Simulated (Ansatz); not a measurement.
A calculation with Ansatz (development build ahead of 0.2.0).

```yaml
crystal:
  periodic: [false, false, false]
  atoms:
    - { symbol: Si, position_ang: [0.0, 0.0, -1.07938] }
    - { symbol: Si, position_ang: [0.0, 0.0, 1.07938] }
    - { symbol: H, position_ang: [0.0, -1.29128, -1.55454] }
    - { symbol: H, position_ang: [-1.11828, 0.64564, -1.55454] }
    - { symbol: H, position_ang: [1.11828, 0.64564, -1.55454] }
    - { symbol: H, position_ang: [0.0, 1.29128, 1.55454] }
    - { symbol: H, position_ang: [-1.11828, -0.64564, 1.55454] }
    - { symbol: H, position_ang: [1.11828, -0.64564, 1.55454] }
basis:
  gaussian: { orbitals: cc-pVTZ }
hamiltonian:
  xc: hf
```

The input is written out in the form of the current development build from the run's settings.

The run gave:

* Converged: yes
* Total energy: -581.33043 hartree
* Spin squared of the determinant: 0.000

Caution: no unrestricted run beside it, a lower state can exist.
